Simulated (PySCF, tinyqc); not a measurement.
Worked calculation: CISD on RHF in the sto-3g basis, frozen core, for LiH, spin multiplicity 1. The lowest restricted solution is unstable here: a spin-polarised one lies 0.0827 hartree lower (PySCF). One step of it, computed by the program tinyqc.

Question. CISD: roots. Diagonalise (each vector has its largest component positive (the first on a tie)); all determinants have Ms = 0, so triplets appear too. The lowest singlet root is the correlation energy.

Occupation strings over the orbitals (2 doubly, a alpha, b beta, 0 empty; spin orbitals ordered 1a 1b 2a 2b ...): 220000 2ab000 2a000b 2ba000 2b000a 202000 20a00b 200200 200020 20b00a 200002

H - E(HF) between determinants (hartree), lower triangle:
```
           220000     2ab000     2a000b     2ba000     2b000a     202000     20a00b     200200
220000   0.000000
2ab000   0.000000   0.063799
2a000b   0.000000  -0.007684   0.176737
2ba000   0.000000  -0.065422  -0.075194   0.063799
2b000a   0.000000  -0.075194  -0.119212  -0.007684   0.176737
202000   0.065422   0.105105  -0.052977  -0.105105   0.052977   0.358872
20a00b   0.075194  -0.052977   0.046716  -0.083301   0.051635  -0.120181   0.319886
200200   0.022020   0.024563   0.014200  -0.024563  -0.014200   0.040353   0.006431   0.544148
200020   0.022020   0.024563   0.014200  -0.024563  -0.014200   0.040353   0.006431   0.016869
20b00a  -0.075194  -0.083301   0.051635  -0.052977   0.046716   0.120181  -0.060507  -0.006431
200002   0.119212  -0.051635   0.058604   0.051635  -0.058604   0.060507  -0.050726   0.016444

           200020    20b00a    200002
200020   0.544148
20b00a  -0.006431  0.319886
200002   0.016444  0.050726  0.399721
```

Give: lowest roots of this matrix, relative to E(HF); lowest vectors; <S^2> of these roots; weight of the ground state by excitation level 0, 1, 2, ....

Answer.

lowest roots of this matrix, relative to E(HF) (hartree): -0.092  -0.075  -0.017  0.023  0.291  0.310  0.367  0.457

lowest vectors:
```
        root 1  root 2  root 3  root 4
220000   0.840   0.000  -0.323   0.000
2ab000   0.156   0.632   0.511  -0.152
2a000b  -0.046   0.261  -0.237   0.602
2ba000  -0.156   0.632  -0.511  -0.152
2b000a   0.046   0.261   0.237   0.602
202000  -0.309   0.000  -0.384   0.000
20a00b  -0.241   0.181  -0.055  -0.338
200200  -0.010   0.000  -0.001   0.000
200020  -0.010   0.000  -0.001   0.000
20b00a   0.241   0.181   0.055  -0.338
200002  -0.171   0.000   0.328   0.000
```

<S^2> of these roots: 0.000  2.000  0.000  2.000  0.000  0.000  2.000  0.000

weight of the ground state by excitation level 0, 1, 2, ...: 0.706  0.053  0.241

The reference has a weight of only 0.71: one determinant is a poor start here. A root of higher spin lies below E(HF).
